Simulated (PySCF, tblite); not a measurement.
## A complex of ammonium and 3 × ammonia

A gas-phase complex of ammonium and 3 × ammonia; charge +1, singlet. The structure comes from a short search (6 tight-binding starts) and was relaxed by PBE0-D3(BJ)/def2-SVPD; another way of binding may lie lower. No frequency run checks that it is a minimum.

Parts: 1 = ammonium ([NH4+]), atoms 1–5, charge +1; 2 = ammonia (N), atoms 6–9; 3 = ammonia (N), atoms 10–13; 4 = ammonia (N), atoms 14–17.

```
atom  part   x (Å)   y (Å)   z (Å)
  N1     1   0.353  -0.055   0.437
  H2     1   0.361   0.967   0.154
  H3     1   1.193  -0.553   0.024
  H4     1  -0.542  -0.518   0.108
  H5     1   0.401  -0.116   1.453
  N6     2   2.614  -1.388  -0.691
  H7     2   3.491  -1.124  -0.246
  H8     2   2.731  -1.190  -1.684
  H9     2   2.554  -2.402  -0.612
 N10     3   0.378   2.692  -0.342
 H11     3   0.450   3.330   0.448
 H12     3  -0.463   2.964  -0.847
 H13     3   1.159   2.916  -0.956
 N14     4  -2.058  -1.302  -0.456
 H15     4  -2.084  -1.432  -1.466
 H16     4  -2.891  -0.765  -0.220
 H17     4  -2.196  -2.226  -0.050
```

Contacts between parts, classed by geometry: H2···N10 1.794 Å (hydrogen bond, 180°); H3···N6 1.796 Å (hydrogen bond, 180°); H4···N14 1.797 Å (hydrogen bond, 180°).

Interaction energies are complex less parts, with the parts frozen as they stand in it; counterpoise-corrected, in kcal/mol (PySCF).

(1) Give the interaction energy at each level run.

(2) What holds them together? Decompose the wB97M-D3(BJ)/def2-SVPD energy: frozen parts, their antisymmetrised product, then relaxation.

(3) Are the pair energies additive?

The parts were also relaxed and run alone, at the levels used for the complex: shieldings by PBE0/pcSseg-1; core levels by delta-SCF with SCAN, pcX-2 on the ionised atom and pcseg-1 elsewhere, spin-free X2C.

(4) How do these values change when the complex forms?

Results:

(1) 
```json
{"level": "wB97M-D3(BJ)/def2-SVPD", "interaction": "-65.10", "superposition error removed": "-2.96"}
{"level": "PBE0-D3(BJ)/def2-SVPD", "interaction": "-68.61", "superposition error removed": "-2.89"}
```

(2) electrostatic -80.9, Pauli repulsion +54.2, orbital relaxation -37.8, dispersion correction -3.6 kcal/mol, which sum to the value before the counterpoise correction; the Pauli term holds the exchange-correlation of the frozen density too. Of the attraction, 66 % is electrostatic, 31 % is orbital relaxation, 3 % is dispersion correction.

(3) The pairs sum to -77.17 kcal/mol (1–2 -26.8, 1–3 -26.8, 1–4 -26.8, 2–3 1.0, 2–4 1.0, 3–4 1.0); the rest of +12.07 is a many-body weakening.

(4) 
| property | alone | in the complex | change |
| --- | --- | --- | --- |
| N1–H2 bond (Å) | 1.027 | 1.061 | +0.033 |
| shielding of H2 (ppm) | 26.21 | 20.09 | -6.12 |
| shielding of N10 (ppm) | 266.6 | 247.3 | -19.3 |
| shielding of H3 (ppm) | 26.21 | 20.13 | -6.08 |
| shielding of N6 (ppm) | 266.6 | 247.5 | -19.1 |
| N1 1s core level (eV) | 417.00 | 410.70 | -6.30 |
| N6 1s core level (eV) | 405.54 | 409.74 | +4.19 |
| N10 1s core level (eV) | 405.54 | 409.74 | +4.19 |

Density functionals tend to overstate the lengthening and the red shift of so strongly bound an X–H bond.

The 4 runs behind this took 5 min in all, one thread each of Arm Neoverse N1 on a shared host, launched as `OMP_NUM_THREADS=1 python cluster_run.py task.json out`.
